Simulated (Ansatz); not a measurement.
# C₂H radical (SMILES [C]#C): single points off equilibrium

An exercise on one series of results from a longer session: the logs are not shown, and one member is left open.

Program: Ansatz 0.2.0, Gaussian basis. Level of theory: single points in def2-TZVPP. These are calculated values, not measurements.

Correlated methods freeze the cores. Orbitals are unrestricted.

**Starting geometry**

SMILES `[C]#C`, 3 atoms, charge 0, spin multiplicity 2.

Atoms are counted from 1 here; the program's logs count them from 0.

Bond lengths: C1–C2 1.193 Å, C2–H3 1.102 Å. Angles: C1–C2–H3 176.0°.

As a file:

```
atom     x (Å)     y (Å)     z (Å)
  C1   0.56740   0.88870   0.44570
  C2  -0.05850  -0.01320  -0.02030
  H3  -0.57060  -0.88180  -0.46600
```

Set-up of the first run:

Contents of run/in.yaml:

```yaml
crystal:
  periodic: [false, false, false]
  atoms:
    - {symbol: C, position_ang: [0.567400, 0.888700, 0.445700]}
    - {symbol: C, position_ang: [-0.058500, -0.013200, -0.020300]}
    - {symbol: H, position_ang: [-0.570600, -0.881800, -0.466000]}
basis:
  gaussian: {orbitals: def2-TZVPP}
magnetization: {spin_polarized: true, initial_magnetization: 1}
correlation: {method: ccsd_t}
scf: {omitted_lower_state_checks: [cluster_reference]}
output: {forces: true}
```

The command line of these runs was not kept.

Among the steps run: CCSD(T)/def2-TZVPP; PBE0-D4/def2-TZVPP; wB97M-V/def2-TZVPP; r2SCAN-D4/def2-TZVPP; PBE-D4/def2-TZVPP; HSE06-D4/def2-TZVPP; BLYP-D4/def2-TZVPP.

One of the session's tables, all rows but one given; the rest of the session is left out.

| method | RMS force component (eV/Å) | angle to CCSD(T) forces (°) | dipole (D) |
| --- | --- | --- | --- |
| CCSD(T) | 1.414 | reference | 0.81 |
| PBE0-D4 | 0.910 | 13.9 | 0.81 |
| wB97M-V | 0.872 | 17.8 | 0.83 |
| r2SCAN-D4 | ? | ? | ? |
| PBE-D4 | 1.274 | 3.2 | 0.83 |
| HSE06-D4 | 0.920 | 13.3 | 0.81 |
| BLYP-D4 | 1.276 | 2.6 | 0.85 |

Estimate the missing values for r2SCAN-D4.

**Answer.** RMS force component (eV/Å): 1.042; angle to CCSD(T) forces (°): 9.1; dipole (D): 0.79. In the column «RMS force component (eV/Å)» it lies between HSE06-D4 (0.920) and PBE-D4 (1.274).

To keep in mind: The unrestricted reference is spin-contaminated, which hurts MP2 most.
